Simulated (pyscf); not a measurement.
**Concerted two-bond exchange: Cl–Si:–Cl (SMILES Cl[Si]Cl) [singlet] + NH₃ (SMILES N) → HN=Si(Cl)–Cl (SMILES N=[Si](Cl)Cl) + H₂ (SMILES [H][H])**

Gas phase, singlet surface, charge 0. Bonds broken: N4–H5, N4–H6. Bonds formed: Si2–N4, H5–H6. Optimised with ωB97X-D3(BJ)/def2-SVP in PySCF.

Transition state (Å):

```xyz
7

Cl     0.2348     1.6957    -1.1985
Si    -0.7132     0.7673     0.3924
Cl     0.5187     1.1080     2.0334
N     -0.6797    -0.9093    -0.0567
H     -0.0300    -1.4551    -0.8627
H      0.7324    -1.7780    -0.3371
H     -1.0400    -1.6262     0.5769
```

One imaginary mode, 1325i cm⁻¹; descent along it reached the two sides named, in the forms told below.

| bond | change | reactant side (Å) | saddle | product side |
|---|---|---|---|---|
| N4–H5 | breaks | 1.023 | 1.170 | 3.3 |
| N4–H6 | breaks | 1.025 | 1.681 | 3.7 |
| Si2–N4 | forms | 2.063 | 1.736 | 1.573 |
| H5–H6 | forms | 1.659 | 0.981 | 0.759 |

Electronic energies relative to the separated reactants (kcal/mol):

| level | barrier | reaction energy | reverse barrier |
|---|---|---|---|
| ωB97X-D3(BJ)/def2-TZVP | 68.9 | +10.7 | 58.2 |
| PBE/def2-TZVP | 51.6 | +12.7 | 38.9 |
| r²SCAN/def2-TZVP | 52.2 | +7.8 | 44.3 |
| B3LYP-D3(BJ)/def2-TZVP | 59.0 | +12.6 | 46.5 |
| PBE0-D3(BJ)/def2-TZVP | 59.0 | +13.3 | 45.7 |
| M06-2X/def2-TZVP | 67.7 | +13.3 | 54.4 |
| ωB97M-D3(BJ)/def2-TZVP | 69.6 | +14.8 | 54.8 |
| HF/def2-TZVP | 94.8 | +18.8 | 76.0 |

With ωB97M-D3(BJ)/def2-TZVP energies and thermal terms (ideal gas, 1 atm, RRHO with modes under 100 cm⁻¹ raised to 100, one conformer, R ln 2 for chiral ones without a mode under 150 cm⁻¹), in kcal/mol:

```tsv
T (K)	ΔH‡	ΔG‡	ΔH	ΔG
298	64.3	74.2	+9.5	+11.6
600	65.1	84.0	+10.9	+13.2
900	66.3	93.2	+12.2	+14.1
1200	67.6	102.0	+13.2	+14.5
```

On the reactant side the descent ends in an adduct with a N–Si contact, 26.0 kcal/mol under the separated species and 94.9 kcal/mol under the saddle at ωB97X-D3(BJ)/def2-TZVP. What is counted as formed (N–Si) is already present as a longer contact in the reactant adduct; forming that adduct is a step of its own. The same reactants have a lower exit, to HCl + H₂N–Si:–Cl [singlet] (barrier +8.4 kcal/mol at ωB97M-D3(BJ)/def2-TZVP, against +69.6 kcal/mol here). One saddle was located; it need not be the lowest between these sides. One closed-shell reference is unstable to symmetry breaking; treat the single-reference values with care.
